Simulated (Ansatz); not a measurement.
# PH+ (doublet): the correlation ladder, def2-TZVPP

One table from this session's results is given with a row withheld; the runs are named, their logs left out.

Computed with Ansatz 0.2.0, Gaussian basis. Level: def2-TZVPP, core rule «outside noble gas», up to 5 orbitals frozen.

To be run: UHF; ROHF; CCSD(T) on UHF.

## The system

The geometry is a PBE0/def2-TZVP stationary point (not a proven minimum).

2 atoms, charge 1, spin multiplicity 2.

Atoms are counted from 1 here; the program's logs count them from 0.

Bond lengths: P1–H2 1.434 Å.

As a file:

```xyz
2
HP
P     0.00000    0.00000    0.00000
H     0.00000    0.00000    1.43420
```

The first run:

Contents of in.yaml:

```yaml
crystal:
  periodic: [false, false, false]
  atoms:
    - {symbol: P, position_ang: [0.000000, 0.000000, 0.000000]}
    - {symbol: H, position_ang: [0.000000, 0.000000, 1.434200]}
basis:
  gaussian: {orbitals: def2-TZVPP}
total_charge: 1
magnetization: {spin_polarized: true, initial_magnetization: 1}
hamiltonian: {xc: hf}
output: {orbitals: {seedname: orbitals}}
```

Command:

```console
$ ansatz run in.yaml --threads 1 --pin off --events-out ev --progress --plain --max-ram 2816MiB --backend cpu
```

Steps of the session up to this table: UHF; ROHF; CCSD(T) on UHF.

One table of the session follows, with a row left open; its other results are not shown here.

| method | from UCCSD(T) (meV) |
| --- | --- |
| ROHF | ? |
| UHF | +3231.1 |
| UMP2 | +800.0 |
| UCCSD | +85.9 |
| UCCSD(T) | 0 |

Estimate the missing values for ROHF.

As computed: from UCCSD(T) (meV): +3387.6. In the column «from UCCSD(T) (meV)» it is the highest.
